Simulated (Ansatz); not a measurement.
Run this with the Ansatz DFT code, driven from Python and show what comes out.

The script, `composite_ch2s.py`:
```python
"""A composite energy for CH2S: DFT geometry, MP2 basis limit, coupled-cluster correction."""

import itertools

import ansatz as az
from ase.data import atomic_numbers, covalent_radii
import numpy as np

BASIS = "def2-SVP"
XC = "r2scan"


def main() -> None:
    geometry_ang = [
        ("C", (-0.0674, -0.0882, -0.0338)),
        ("S", (1.3628, 0.4619, 0.5313)),
        ("H", (-1.0201, -0.1907, 0.5985)),
        ("H", (-0.2198, -0.2433, -1.1163)),
    ]
    mol = az.Crystal.molecule()
    for symbol, xyz in geometry_ang:
        mol = mol.atom(symbol, xyz)

    calculation = mol.calculation().basis(gaussian=BASIS).functional(XC)
    symbols = [site.symbol for site in mol.cartesian_sites]
    start = np.array([site.position_ang for site in mol.cartesian_sites], dtype=float)
    r = calculation.relax(force_tolerance=0.01, max_steps=100).run(threads=1, pin="off").report
    end = np.array(r["positions_ang"])
    # pairs closer than 1.2 times the sum of covalent radii, before or after
    radius = [covalent_radii[atomic_numbers[s]] for s in symbols]
    span = lambda where, i, j: np.linalg.norm(where[i] - where[j])
    bonded = [(i, j) for i, j in itertools.combinations(range(len(symbols)), 2) if min(span(start, i, j), span(end, i, j)) < 1.2 * (radius[i] + radius[j])]
    print("pair        before    after (A)")
    for i, j in bonded:
        print(f"{symbols[i]}{i}-{symbols[j]}{j}".ljust(10), f"{span(start, i, j):8.4f} {span(end, i, j):8.4f}")

    minimum = az.Crystal.molecule()
    for symbol, place in zip(symbols, end):
        minimum = minimum.atom(symbol, place.tolist())
    at_minimum = minimum.calculation()
    # MP2 extrapolated to the basis limit, plus the small-basis difference CCSD(T) - MP2
    level = lambda method, basis: at_minimum.basis(gaussian=basis).correlation(method).run(threads=1, pin="off").report
    small, large, cluster = level("mp2", "cc-pVDZ"), level("mp2", "cc-pVTZ"), level("ccsd_t", "cc-pVDZ")
    corr = lambda each: (each["free_energy_ev"] - each["reference_energy_ev"]) / 27.211386246
    mp2_limit = (27 * corr(large) - 8 * corr(small)) / 19
    pieces = {"HF / cc-pVTZ": large["reference_energy_ev"] / 27.211386246, "MP2 correlation, DZ-TZ limit": mp2_limit, "CCSD(T) - MP2 / cc-pVDZ": corr(cluster) - corr(small)}
    for name, value in pieces.items():
        print(f"{name:32s} {value:14.6f} Ha")
    print(f"{'sum':32s} {sum(pieces.values()):14.6f} Ha")
    print("T1 diagnostic", round(cluster["correlation"]["coupled_cluster"]["t1_diagnostic"], 4))


if __name__ == "__main__":
    main()
```

```console
$ python composite_ch2s.py
pair        before    after (A)
C0-S1        1.6332   1.6122
C0-H2        1.1480   1.1035
C0-H3        1.1041   1.1034
HF / cc-pVTZ                        -436.555796 Ha
MP2 correlation, DZ-TZ limit          -0.364239 Ha
CCSD(T) - MP2 / cc-pVDZ               -0.037263 Ha
sum                                 -436.957298 Ha
T1 diagnostic 0.0175
```

Caveats:
- Total energies depend on the basis set; only differences at equal settings carry meaning.
- The sum leaves out core correlation, relativity, the Hartree-Fock basis error and zero-point energy; a DZ-TZ extrapolation is rough.
- Inner cores stay frozen, so this is valence correlation.
- For Al to Cl the sets with a tight d function, cc-pV(X+d)Z, are usual.
- An extrapolation from small basis sets is rough.
- Hardware and time: 7.2 s on 1 thread of AMD EPYC 7R43 64-Core Processor (Zen 3) (shared host), peak memory 0.19 GiB.

(A comment or docstring line of the script was reworded after the run, the code is as it ran.)
